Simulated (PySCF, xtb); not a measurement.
nitrogen trifluoride (F₃N), SMILES FN(F)F.

Harmonic wavenumbers (cm⁻¹) from GFN2-xTB in xtb at its own minimum, in rising order: 445, 445, 578, 811, 812, 984.

### Question
What does B3LYP-D3(BJ)/def2-TZVP (PySCF) give at its own minimum? (Estimate from the structure and the level; the computed values follow.)

### Answer
490, 490, 651, 889, 889, 1047. Paired by order, the mean absolute difference is 64 cm⁻¹ and the zero-point energies are 5.8 and 6.4 kcal/mol.
